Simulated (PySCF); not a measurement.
**Converging LiC⁺ in the basis (HF)**

PySCF, UHF reference; triplet, unpaired electrons σ ↑, π ↑; De to Li⁺ + C without counterpoise correction.

```csv
basis,relativity,functions,Re (Å),ωe (cm⁻¹),De (eV),μ (D)
STO-3G,no relativity,10,2.155,501,1.52,-4.56
def2-SVPD,no relativity,32,2.322,324,0.46,-5.61
aug-pcseg-1,no relativity,36,2.384,299,0.43,-5.82
```

**Question.** How does each smaller set differ from the one with most functions, aug-pcseg-1?

**Answer.** STO-3G: -22.9 pm, +67.6 % in ωe, +1.09 eV in De; def2-SVPD: -6.2 pm, +8.4 % in ωe, +0.03 eV in De. All at HF; the set with most functions is neither the basis-set limit nor always the best.

A positive dipole points towards C; it is taken about the centre of mass and depends on that origin. For an ion De counts to the pair picked by the measured ionisation energies or electron affinities, which need not be the lowest pair at this level. STO-3G is very small, so such numbers show the basis as much as the molecule. Hartree–Fock leaves out correlation, which carries a large part of most bond energies and some tenths to 1 eV of ionisation energies. The state was picked by a PBE0 search and need not be the measured ground state.
